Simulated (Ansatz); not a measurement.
Potential energy curve for Na₂, singlet.

- RKS-PBE = Ansatz (a program for electronic structure) with restricted PBE/aug-cc-pVDZ
- UKS-PBE = unrestricted PBE/aug-cc-pVDZ (Ansatz)
- RKS-PBE0 = restricted PBE0/aug-cc-pVDZ run with Ansatz
- FCI = full CI/aug-cc-pVDZ, frozen core (Ansatz)

Energies relative to the lowest point of each curve near equilibrium, in kJ/mol; the last columns give the error against full CI:

| R / Å | RKS-PBE | UKS-PBE | RKS-PBE0 | FCI | RKS-PBE − FCI | UKS-PBE − FCI | RKS-PBE0 − FCI |
|---|---|---|---|---|---|---|---|
| 2.47 | 25.5 | 25.5 | 28.3 | 36.7 | -11.2 | -11.2 | -8.4 |
| 2.66 | 10.7 | 10.7 | 12.2 | 18.0 | -7.3 | -7.3 | -5.8 |
| 2.78 | 5.2 | 5.2 | 6.0 | 10.2 | -5.1 | -5.1 | -4.2 |
| 2.88 | 2.2 | 2.2 | 2.6 | 5.6 | -3.4 | -3.4 | -3.0 |
| 2.99 | 0.4 | 0.4 | 0.6 | 2.3 | -1.9 | -1.9 | -1.7 |
| 3.10 | 0.0 | 0.0 | 0.0 | 0.5 | -0.5 | -0.5 | -0.5 |
| 3.15 | 0.2 | 0.2 | 0.2 | 0.1 | 0.1 | 0.1 | 0.1 |
| 3.24 | 1.2 | 1.2 | 1.1 | 0.0 | 1.2 | 1.2 | 1.1 |
| 3.44 | 5.3 | 5.3 | 5.2 | 2.1 | 3.1 | 3.1 | 3.1 |
| 3.59 | 9.7 | 9.7 | 9.8 | 5.3 | 4.4 | 4.4 | 4.5 |
| 3.79 | 16.6 | 16.6 | 17.2 | 10.8 | 5.9 | 5.9 | 6.4 |
| 4.16 | 31.1 | 31.0 | 32.7 | 22.7 | 8.4 | 8.4 | 10.1 |
| 4.68 | 51.1 | 48.7 | 55.1 | 38.6 | 12.5 | 10.1 | 16.5 |
| 5.08 | 64.8 | 58.7 | 71.0 | 48.1 | 16.7 | 10.6 | 22.9 |
| 5.65 | 80.8 | 67.8 | 90.3 | 56.9 | 23.9 | 10.9 | 33.4 |
| 6.19 | 92.2 | 72.2 | 104.9 | 61.4 | 30.8 | 10.8 | 43.5 |
| 6.78 | 101.2 | 74.4 | 117.2 | 63.9 | 37.4 | 10.5 | 53.3 |
| 7.60 | 109.1 | 75.3 | 129.0 | 65.3 | 43.8 | 10.0 | 63.7 |
| 8.46 | 113.5 | 75.6 | 136.8 | 65.8 | 47.7 | 9.7 | 71.0 |
| 9.42 | 116.0 | 75.7 | 142.0 | 66.1 | 49.9 | 9.6 | 75.9 |

RKS-PBE is furthest from FCI at 9.42 (49.9 kJ/mol, above); its mean absolute error over the points is 15.8 kJ/mol.

UKS-PBE is furthest from FCI at 2.47 (-11.2 kJ/mol, below); its mean absolute error over the points is 6.7 kJ/mol.

RKS-PBE0 is furthest from FCI at 9.42 (75.9 kJ/mol, above); its mean absolute error over the points is 21.5 kJ/mol.

The restricted form behind RKS-PBE, RKS-PBE0 keeps the bonding electrons paired and can't separate into open-shell fragments. The unrestricted determinant behind UKS-PBE is spin-contaminated at 4.16 to 9.42 Å (<S²> up to 1.0, against 0.00 for a pure singlet).
